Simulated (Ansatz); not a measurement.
**ReAu3: from a trial structure to a relaxed crystal**

Computed with DFT PBE, scalar-relativistic, plane waves, PAW in Ansatz 0.2.0.

The start puts ReAu3 on the Cu3Au (L1_2) structure type (Pm-3m, No. 221), with Re in place of Au, Au in place of Cu, at a guessed volume.

The final relaxation ran on this input, with the default PAW datasets:

```yaml
crystal:
  lattice:
    - [4.0822129328, 0.0, 0.0]
    - [0.0, 4.0822129328, 0.0]
    - [0.0, 0.0, 4.0822129328]
  atoms:
    - { symbol: Re, position: [0.0, 0.0, 0.0] }
    - { symbol: Au, position: [0.0, 0.5, 0.5] }
    - { symbol: Au, position: [0.5, 0.0, 0.5] }
    - { symbol: Au, position: [0.5, 0.5, 0.0] }
basis:
  ecutwfc: 420
kpoints:
  mp_grid: { grid: [12, 12, 12] }
hamiltonian:
  xc: pbe
scf:
  occupations: { method: gaussian, width: 0.1 }
output:
  forces: true
  stress: true
  eigenvalues: true
relax:
  adjacent_minimum: "off"
  f_tol: 0.01
  max_steps: 80
  cell: { stress_tol: 0.05 }
```

Launched as:

```bash
ansatz run input.yaml --threads 1 --pin off --max-ram 2560MiB --backend cpu --events-out ev --progress --plain --runs-dir out
```

It took 74 s on 1 thread of Arm Neoverse V1, on a shared host, peak memory 0.47 GiB.

The program printed at the end:

```
SCF converged after 8 iterations
Free energy (F): -50313.059084 eV
Harris-Foulkes:  -50313.059084 eV  (|F-HF|=3.64e-11)
Internal energy: -50313.018942 eV  (E = F + TS)
E sigma→0 (E₀):  -50313.039013 eV
Entropy (-TS):   -0.040142 eV (-10.036 meV/atom)
Fermi energy:    20.214329 eV
--- Per-component energies (eV) ---
  E_band       = -760.944587
  E_kinetic    = 2346.824425
  E_local      = -6117.749203  (includes V_loc(G=0)·N_el)
  E_nonlocal   = 271.223369
  E_hartree    = 2544.631028
  E_xc         = -1085.064289
  E_vxc        = -1126.241597  (∫ρ·V_xc dr)
  E_paw        = -37777.142658  (= ΣΔE_a)
  E_vpaw       = -1224.267937  (= ΣTr[D̂ρ^β])
  E_aug_tail   = 0.004299  (compensation charges beyond the density's cutoff)
  E_ewald      = -10495.745913
  E_smearing   = -0.040142  (= −TS)
  E_closure    =  0.000000  (closes the sum)
  Σ components = -50313.059084   (vs F -50313.059084, Δ=0.00e0)
--- Forces (eV/Å), atoms counted from 1 ---
  atom   1  Re     0.00000000     0.00000000     0.00000000
  atom   2  Au     0.00000000     0.00000000     0.00000000
  atom   3  Au     0.00000000     0.00000000     0.00000000
  atom   4  Au     0.00000000     0.00000000     0.00000000
  max |Σ_I F_I| component: 1.58e-29 eV/Å
--- Stress (GPa, compression-positive) ---
       -0.003663       0.000000       0.000000
        0.000000      -0.003663       0.000000
        0.000000       0.000000      -0.003663
  P = ⅓ Tr σ = -0.0037 GPa (-0.037 kbar)
--- Relaxed structure (4 steps of the walk, 3 accepted, 1 SCFs on fresh bases) ---
  F+E_penalty+E_count = -50313.05908424 eV   max|allowed force component| = 4.470e-30 eV/Å   (the final SCF, on the basis selected at the relaxed cell)
  cell:  # Å, volume = 68.6497 Å³
    - [4.094613, 0.000000, 0.000000]
    - [0.000000, 4.094613, 0.0]
    - [0.0, 0.0, 4.094613]
  atoms:
    - { symbol: Re, position: [0.000000, 0.000000, 0.000000] }
    - { symbol: Au, position: [0.000000, 0.5, 0.5] }
    - { symbol: Au, position: [0.5, 0.000000, 0.5] }
    - { symbol: Au, position: [0.5, 0.5, 0.000000] }
```

Total energies depend on the potentials used, so only differences within one code and one set of settings carry meaning.

The result has space group Pm-3m (No. 221). Re has 12 Au at 2.90 Å; around Au lie 4 Re at 2.90 Å and 8 Au at 2.90 Å.

Against the elements it lies at 0.75 eV/atom. The zero of energy is the elements' standard structures at the same level; no fitted shifts are applied.

For metals, differences of a few meV/atom aren't resolved. Spin–orbit coupling is left out.

Symmetry constrained the relaxation, so the result can be a saddle point.